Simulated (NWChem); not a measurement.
## Ionisation of O (+1)

```xyz
1

O      0.0000     0.0000     0.0000
```
Charge +1, spin multiplicity 4.

Everything below was run with NWChem.

Basis set: def2-TZVP. −ε marks an orbital energy of the parent.

B3LYP has NWChem's definition, with VWN1-RPA local correlation. The stability of the SCF solutions was not checked.

### Question
One of these methods gave a first vertical ionisation energy of 26.37 eV. Which?
A) −ε(alpha HOMO) of PBE
B) −ε(alpha HOMO) of PBE0
C) −ε(alpha HOMO) of B3LYP
D) G0W0@LDA (SVWN5)

### Answer
A, −ε(alpha HOMO) of PBE. The others give 28.98 (−ε(alpha HOMO) of PBE0), 28.43 (−ε(alpha HOMO) of B3LYP), 34.05 (G0W0@LDA (SVWN5)).
